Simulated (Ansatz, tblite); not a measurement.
# InCl2I (InICl2): one state, many levels

How do method and basis change the picture of InCl2I (InICl2) (singlet)?

Computed with Ansatz 0.2.0, Gaussian basis. Level: as each input shows.

Plan: GFN1-xTB, GFN2-xTB, PBE-D4/def2-TZVP, r2SCAN-D4/def2-TZVP, LC-ωPBE/def2-TZVP, HSE06-D4/def2-TZVP, B2PLYP/def2-TZVP, ωB97X-V/def2-TZVP, r2SCANh-D4/def2-TZVP, B3LYP-D4/def2-TZVP, LDA/def2-TZVP, PBE+5HF/def2-TZVP, PBE+10HF/def2-TZVP, PBE+15HF/def2-TZVP, PBE+35HF/def2-TZVP, PBE+50HF/def2-TZVP, PBE-D4/def2-SVP, PBE0-D4/def2-SVP, PBE0-D4/def2-TZVPD, PBE-D4/def2-TZVPD, r2SCAN-D4/def2-TZVPD, CCSD(T)/def2-TZVPP, MP2/def2-TZVP, RPA/def2-TZVP.

1 further run of the same task is left out (set aside as unsound or not needed). Runs told in other sessions of the task aren't counted.

### 1 The structure

The geometry is that of the singlet, from an earlier relaxation (PBE0-D4/def2-SVP).

4 atoms, charge 0, spin multiplicity 1.

Bond lengths: In1–Cl2 2.328 Å, In1–Cl3 2.328 Å, In1–I4 2.636 Å. Angles: Cl2–In1–Cl3 117.0°, Cl2–In1–I4 121.5°, Cl3–In1–I4 121.5°.

I, In take a core potential in the def2 sets. No spin-orbit coupling is included.

PBE0-D4/def2-TZVP was run before; its log isn't repeated, and its numbers join the tables.

### 2 GFN1-xTB

Tight binding, by tblite at 300 K electronic temperature and without a spin-polarisation term:

```python
tblite.interface.Calculator('GFN1-xTB', numbers, positions, charge=0, uhf=0).singlepoint()
```

Energy -384.0578 eV, HOMO -12.17 eV, LUMO -8.12 eV; 0.004 s.

### 3 GFN2-xTB

Tight binding, by tblite at 300 K electronic temperature and without a spin-polarisation term:

```python
tblite.interface.Calculator('GFN2-xTB', numbers, positions, charge=0, uhf=0).singlepoint()
```

Energy -389.1326 eV, HOMO -12.31 eV, LUMO -9.34 eV; 0.004 s.

### 4 PBE-D4/def2-TZVP

start.molden holds the orbitals of an earlier run on this state, given as this run's starting guess.

The input, in.yaml:

```yaml
crystal:
  periodic: [false, false, false]
  atoms:
    - {symbol: In, position_ang: [0.025978, 0.043802, -0.000157]}
    - {symbol: Cl, position_ang: [2.353489, 0.077425, 0.011078]}
    - {symbol: Cl, position_ang: [-1.061056, 2.102099, -0.018694]}
    - {symbol: I, position_ang: [-1.318411, -2.223326, 0.007784]}
basis:
  gaussian: {orbitals: def2-TZVP, initial_orbitals: start.molden}
hamiltonian: {xc: pbe, dispersion: d4}
scf: {omitted_lower_state_checks: [starts]}
output: {orbitals: {seedname: orbitals}}
```

On the command line:

```console
$ ansatz run in.yaml --threads 4 --pin off --events-out ev --progress --plain --max-ram 3916MiB
```

Further steps of the session: r2SCAN-D4/def2-TZVP; LC-ωPBE/def2-TZVP; HSE06-D4/def2-TZVP; B2PLYP/def2-TZVP; ωB97X-V/def2-TZVP; r2SCANh-D4/def2-TZVP; B3LYP-D4/def2-TZVP; LDA/def2-TZVP; PBE+5HF/def2-TZVP; PBE+10HF/def2-TZVP; PBE+15HF/def2-TZVP; PBE+35HF/def2-TZVP; PBE+50HF/def2-TZVP; PBE-D4/def2-SVP; PBE0-D4/def2-SVP; PBE0-D4/def2-TZVPD; PBE-D4/def2-TZVPD; r2SCAN-D4/def2-TZVPD; CCSD(T)/def2-TZVPP; MP2/def2-TZVP; RPA/def2-TZVP.

Q: Predict the results of all the runs planned. Wanted: gap in def2-TZVP, named functionals, smallest and largest; gap over the share of exact exchange; correlation energy, CCSD(T)/def2-TZVPP; correlation energy, MP2/def2-TZVP; binding an atom, CCSD(T)/def2-TZVPP; PBE0 total energy, smallest basis above largest.

The runs gave:

| quantity | value |
| --- | --- |
| gap in def2-TZVP, named functionals, smallest and largest | 3.10 eV (LDA), 9.94 eV (LC-ωPBE) |
| gap over the share of exact exchange | 3.25 eV at 0, 7.22 eV at 0.5 |
| correlation energy, CCSD(T)/def2-TZVPP | -31.68 eV |
| correlation energy, MP2/def2-TZVP | -30.70 eV |
| binding an atom, CCSD(T)/def2-TZVPP | 2.284 eV |
| PBE0 total energy, smallest basis above largest | 9.14 eV (def2-SVP, def2-TZVPD) |

In words: Over the named functionals in def2-TZVP the gap runs from 3.10 eV (LDA) to 9.94 eV (LC-ωPBE); exact exchange widens it. Raising the share of exact exchange from 0 to 0.5 moves the HOMO by -2.34 eV and the LUMO by +1.63 eV. The functionals in def2-TZVP miss CCSD(T)/def2-TZVPP by -0.025 (B3LYP-D4) to +0.464 eV (LDA) an atom. CCSD(T)/def2-TZVPP isn't at the basis-set limit; small misses against it rank nothing.
